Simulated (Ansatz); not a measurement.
In (model structure, started from the simple cubic type, Pm-3m, No. 221, 1 atom in the cell)

All values below come from r²SCAN (Ansatz, a quantum-chemistry and plane-wave program, PAW).

Settings: plane-wave cutoff 500 eV, 24×24×24 k mesh, Fermi–Dirac smearing 0.1 eV, scalar-relativistic PAW data made under PBE.

Cell (relaxed at this level):

Space group Pm-3m (No. 221); a = b = c = 3.043 Å, α = β = γ = 90.00°

| atom | site | symmetry | x | y | z |
|---|---|---|---|---|---|
| In | 1a | m-3m | 0.0000 | 0.0000 | 0.0000 |

| Item | Result |
|---|---|
| band gap | zero (no gap) |

Note: the relaxation could raise the start's symmetry but not lower it, so the cell can be a saddle point.

Spin–orbit coupling is not included.

A model structure was made by putting elements into a prototype or built by hand; it is no filed structure, need not be a known phase, and can be a saddle point held by its symmetry.
